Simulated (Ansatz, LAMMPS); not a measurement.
Zinc-blende ZnS, LO(Γ) frequency

Reference value: 348 ± 5 cm⁻¹ (measured, room temperature, no zero-point or thermal correction, neutron, sources range from 344 to 348; as tabulated in Vagelatos et al., J. Chem. Phys. (1974)).

Question: What do ionic model grunwald2012, ionic model hamad2002, LDA, PBE, r²SCAN give, and how far is each from the reference?

Answer: 
```json
[
 {"level (code)": "ionic model grunwald2012 (rigid ions, LAMMPS)", "value (cm⁻¹)": "381", "cell (Å³/atom)": "20.54", "difference (%)": "+9.5"},
 {"level (code)": "ionic model hamad2002 (shell model, LAMMPS)", "value (cm⁻¹)": "351", "cell (Å³/atom)": "19.84", "difference (%)": "+0.9"},
 {"level (code)": "LDA (Ansatz)", "value (cm⁻¹)": "348", "cell (Å³/atom)": "18.57", "difference (%)": "0.0"},
 {"level (code)": "PBE (Ansatz)", "value (cm⁻¹)": "327", "cell (Å³/atom)": "20.16", "difference (%)": "-6.0"},
 {"level (code)": "r²SCAN (Ansatz)", "value (cm⁻¹)": "342", "cell (Å³/atom)": "19.56", "difference (%)": "-1.7"}
]
```

Leaving aside ionic model grunwald2012, ionic model hamad2002, which can be fitted to such values or carry a doubt: Nearest, and too close to rank with a margin of 3.0 % (twice that across the reference) picked here for doubts on the reference and the settings, and for temperature and zero-point motion: LDA (0.0 %), r²SCAN (-1.7 %). PBE (-6.0 %) misses by most. Within 10 %: LDA, PBE, r²SCAN.

The reference has no zero-point or thermal correction, while the calculations are for a static lattice, so the differences are not the levels' errors alone.  Rigid ions have no electronic screening (ε∞ = 1). Each level is taken at its own relaxed cell. Cutoffs differ between the levels. Ansatz's density-functional and Hartree–Fock values are scalar-relativistic unless marked +SOC, with PAW data made under PBE.

Empirical potentials (ionic model grunwald2012, ionic model hamad2002) are fitted to chosen data, which need not cover the solid at hand: agreement can be built in, and what lay outside the fit can be far off.

Differences are worked out from the printed values.

Ansatz is a program for electronic structure.
